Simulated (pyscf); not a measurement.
orthosilicic acid (HO–Si(OH)(OH)–OH) + H atom (H•) -> •O–Si(OH)(OH)–OH + hydrogen (H₂) (hydrogen abstraction; doublet surface; H–O broken, H–H formed). Single points on ωB97X-D3(BJ)/def2-SVP structures (PySCF, gas phase). Energies in kcal/mol from the separated reactants.

| level | barrier | reaction energy |
|---|---|---|
| ωB97X-D3(BJ)/def2-TZVP | 22.2 | +17.3 |
| PBE/def2-TZVP | 17.0 | +17.1 |
| r²SCAN/def2-TZVP | ___ | ___ |
| M06-2X/def2-TZVP | 25.8 | +19.2 |
| ωB97M-D3(BJ)/def2-TZVP | 22.9 | +17.9 |
| HF/def2-TZVP | ___ | +8.4 |

Some entries are withheld; supply them.


- r²SCAN/def2-TZVP, barrier: 16.7
- r²SCAN/def2-TZVP, reaction energy: +14.5
- HF/def2-TZVP, barrier: 28.0

This is the saddle that the search found; another between the same sides may lie lower. The angle at the transferred H is 157°.
